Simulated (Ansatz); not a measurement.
Task: the energy of protonation at one site of CH3BN (charge -1), SMILES [BH3-]C#N, with Ansatz 0.2.0 through its Python package. Give the script and its output. Use (for the species named): Hartree-Fock, def2-SVP basis, multiplicity 1.

The script reads `ch3bn.xyz`:
```text
6

B    -0.50890    0.00400   -0.00920
C     1.03460   -0.00810    0.01860
N     2.19150   -0.01730    0.03940
H    -0.89980   -0.86160   -0.72790
H    -0.92710   -0.17470    1.09170
H    -0.89030    1.05780   -0.41270
```

`pa_ch3bn.py`:
```python
"""Proton affinity of CH3BN(-) at one site."""

import ansatz
import numpy as np

molecule = ansatz.Crystal.molecule_from_extxyz("ch3bn.xyz")

calculation = (
    molecule.calculation()
    .basis(gaussian="def2-SVP")  # the orbital basis, by name
    .functional("HF")
    .charge(-1)
)
symbols = [site.symbol for site in molecule.cartesian_sites]
start = np.array([site.position_ang for site in molecule.cartesian_sites], dtype=float)
summary = calculation.relax(force_tolerance=0.01).run(threads=1).report
end = np.array(summary["positions_ang"])

# start the new hydrogen opposite the existing bonds
away = sum((end[2] - end[j]) / np.linalg.norm(end[2] - end[j]) for j in [1]) + np.array([0.15, 0.1, -0.2])
proton = end[2] + 1.0 * away / np.linalg.norm(away)
acid = ansatz.Crystal.molecule()
for symbol, place in zip(symbols, end):
    acid = acid.atom(symbol, place.tolist())
acid = acid.atom("H", proton.tolist())
protonated = (
    acid.calculation()
    .basis(gaussian="def2-SVP")  # the orbital basis, by name
    .functional("HF")
    .relax(force_tolerance=0.01, max_steps=80)
)
after = protonated.run(threads=1).report
xyz = np.array(after["positions_ang"])
reach = np.linalg.norm(xyz[:-1] - xyz[-1], axis=1)
print(f"base {summary['free_energy_ev']:.5f} eV, protonated {after['free_energy_ev']:.5f} eV")
print(f"the proton ends {reach.min():.3f} A from {symbols[reach.argmin()]}{reach.argmin()}")
print(f"electronic proton affinity {(summary['free_energy_ev'] - after['free_energy_ev']):.3f} eV")
```

```console
$ python pa_ch3bn.py
base -3229.45888 eV, protonated -3243.28811 eV
the proton ends 0.992 A from N2
electronic proton affinity 13.829 eV
```

Reading the output:
- Total energies depend on the basis set; only differences at equal settings carry meaning.
- The proton is put on one chosen atom, which needn't be the most basic site, so the molecule's proton affinity can be higher; the ends are stationary points, not checked by frequencies, and zero-point and thermal terms count only where printed.
- Hartree-Fock leaves correlation out, so bond, atomisation and ionisation energies come out well too low.
- Anions want diffuse functions, which this basis lacks.
- It ran for 10 s on 1 thread of Arm Neoverse V1, with other jobs on the host, peak memory 0.19 GiB.
